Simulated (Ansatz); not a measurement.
# H5Si: the cost of one run

All numbers below are computed with Ansatz 0.2.0 (UKS r2SCAN-D4/def2-SVP).

## 1. Starting point

Bond lengths: Si1–H3 1.460 Å, Si1–H4 1.459 Å, Si1–H5 1.459 Å. Angles: H3–Si1–H4 109.5°, H3–Si1–H5 109.5°, H4–Si1–H5 109.5°.

As a file:

```xyz
6

Si    0.0000    0.0000    0.0000
H     0.0000    0.0000    1.7100
H     1.3768    0.0000   -0.4862
H    -0.6877    1.1914   -0.4862
H    -0.6877   -1.1914   -0.4862
H     0.0000    0.0000    2.6700
```

## 2. Pulling towards end A

Springs on the bonds that form and break draw the guess towards this end; the thresholds are loose.

File input.yaml:

```yaml
crystal:
  periodic: [false, false, false]
  atoms:
    - { symbol: Si, position_ang: [0.0, 0.0, 0.0] }
    - { symbol: H, position_ang: [0.0, 0.0, 1.71] }
    - { symbol: H, position_ang: [1.3768, 0.0, -0.4862] }
    - { symbol: H, position_ang: [-0.6877, 1.1914, -0.4862] }
    - { symbol: H, position_ang: [-0.6877, -1.1914, -0.4862] }
    - { symbol: H, position_ang: [0.0, 0.0, 2.67] }
magnetization:
  spin_polarized: true
  initial_magnetization: 1
basis:
  gaussian: { orbitals: def2-SVP }
hamiltonian:
  xc: r2scan
  dispersion: d4
relax:
  f_tol: 0.15
  max_steps: 25
  restrain:
    - { distance: [1, 5], at: 1.86, k: 30.0 }
    - { distance: [0, 1], at: 1.46, k: 30.0 }
output:
  orbitals: {}
```

On the command line:

```
ansatz run input.yaml --threads 1 --pin off --max-ram 2048MiB --backend cpu --events-out ev --progress --plain --runs-dir out
```

What time and memory should one allow on 1 thread of Arm Neoverse V1, shared host?

About 12 s, with a peak of 0.12 GiB.
